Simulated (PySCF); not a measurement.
PySCF input file for trifluoromethane (CHF3), SMILES FC(F)F, PBE0/pcSseg-2. Coordinates come from a PBE0-D3(BJ)/def2-TZVP optimisation.

```python
import numpy as np
from pyscf import gto, scf, dft
from pyscf.prop.nmr import rks as nmr

mol = gto.M(
    atom='''
    F     1.08070202    0.62394360   -0.12768025
    C     0.00000000   -0.00000000    0.33640219
    F     0.00000000   -1.24788721   -0.12768026
    F    -1.08070203    0.62394361   -0.12768025
    H     0.00000000   -0.00000001    1.42895372
    ''',
    basis='pcSseg-2',
    charge=0,
    spin=0,
    max_memory=1600,
    verbose=3,
)
mf = dft.RKS(mol, xc='pbe0')
mf.grids.level = 3
mf.conv_tol = 1e-10
mf.max_cycle = 100
mf.kernel()
n = nmr.NMR(mf)
n.verbose = 2
n.max_cycle_cphf = 60
sigma = n.kernel()
print('atom   isotropic/ppm   span/ppm')
for i, s in enumerate(sigma):
    w = np.linalg.eigvalsh((s + s.T) / 2)
    print(f'{mol.atom_symbol(i):2s}{i + 1:3d} {w.mean():14.3f} {w[2] - w[0]:11.3f}')
```

It prints:

```
converged SCF energy = -338.063036221899
atom   isotropic/ppm   span/ppm
F   1        262.766     168.705
C   2         57.855      25.377
F   3        262.765     168.706
F   4        262.766     168.705
H   5         25.058       6.395
```

Self-consistency was reached.

Cost: roughly 50 core-seconds.
